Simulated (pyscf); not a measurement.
## Four-centre exchange: HO–Sn(OH)(OH)–OH + HF → H₂O + HO–Sn(OH)(OH)–F

Gas phase, singlet surface, charge 0. Bonds broken: O1–Sn2, F10–H11. Bonds formed: O1–H11, Sn2–F10. Optimised with ωB97X-D3(BJ)/def2-SVP in PySCF.

Transition state (Å):

```xyz
11

O     -0.0901     1.5118     0.9366
Sn    -0.9699    -0.1392    -0.0074
O      0.3815    -0.5208    -1.3867
O     -2.4625     0.4780    -1.1079
O     -0.9146    -1.7430     1.1077
H      0.0552     2.3006     0.3981
H      1.0077    -1.1955    -1.0945
H     -2.2811     0.2607    -2.0328
H     -1.4526    -1.5877     1.8968
F     -2.0445     0.7664     1.7427
H     -1.1279     1.4235     1.5774
```

One imaginary mode, 504i cm⁻¹; descent along it reached the two sides named, in the forms told below.

```
bond     change  reactant side (Å)  saddle  product side
-------  ------  -----------------  ------  ------------
O1–Sn2   breaks              2.000   2.095         2.317
F10–H11  breaks              0.959   1.140         2.208
O1–H11    forms              1.609   1.223         0.971
Sn2–F10   forms                3.0   2.245         1.953
```

Electronic energies relative to the separated reactants (kcal/mol):

```csv
level,barrier,reaction energy,reverse barrier
ωB97X-D3(BJ)/def2-TZVP,-6.7,-6.6,-0.1
PBE/def2-TZVP,-8.8,-7.5,-1.4
r²SCAN/def2-TZVP,-10.4,-7.5,-2.9
B3LYP-D3(BJ)/def2-TZVP,-6.6,-7.2,0.6
PBE0-D3(BJ)/def2-TZVP,-7.6,-6.6,-1.0
M06-2X/def2-TZVP,-7.9,-6.1,-1.8
ωB97M-D3(BJ)/def2-TZVP,-6.1,-7.1,0.9
HF/def2-TZVP,6.2,-8.0,14.1
```

With ωB97M-D3(BJ)/def2-TZVP energies and thermal terms (ideal gas, 1 atm, RRHO with modes under 100 cm⁻¹ raised to 100, one conformer, R ln 2 for chiral ones without a mode under 150 cm⁻¹), in kcal/mol:

```json
[
 {"T (K)": "298", "ΔH‡": "-6.6", "ΔG‡": "4.8", "ΔH": "-6.6", "ΔG": "-7.9"},
 {"T (K)": "600", "ΔH‡": "-7.2", "ΔG‡": "16.7", "ΔH": "-7.1", "ΔG": "-8.9"},
 {"T (K)": "900", "ΔH‡": "-7.2", "ΔG‡": "28.7", "ΔH": "-7.6", "ΔG": "-9.7"},
 {"T (K)": "1200", "ΔH‡": "-6.9", "ΔG‡": "40.7", "ΔH": "-8.0", "ΔG": "-10.4"}
]
```

On the reactant side the descent ends in a bound adduct, 11.4 kcal/mol under the separated species and 4.7 kcal/mol under the saddle at ωB97X-D3(BJ)/def2-TZVP. On the product side the descent ends in an adduct with a O–Sn contact, 16.7 kcal/mol under the separated species and 16.6 kcal/mol under the saddle at ωB97X-D3(BJ)/def2-TZVP. At ωB97X-D3(BJ), PBE, r²SCAN, B3LYP-D3(BJ), PBE0-D3(BJ), M06-2X, ωB97M-D3(BJ) the saddle lies under the separated reactants, which points to a path from their complex (located at ωB97X-D3(BJ) alone). At ωB97X-D3(BJ), PBE, r²SCAN, PBE0-D3(BJ), M06-2X the saddle lies under the separated products, which points to a path from their complex (located at ωB97X-D3(BJ) alone). What is counted as broken (O–Sn) persists as a longer contact in the product adduct; parting that adduct is a step of its own. This is the saddle that the search found; another between the same sides may lie lower. Elements past Kr carry the def2 core potentials, without spin-orbit coupling.
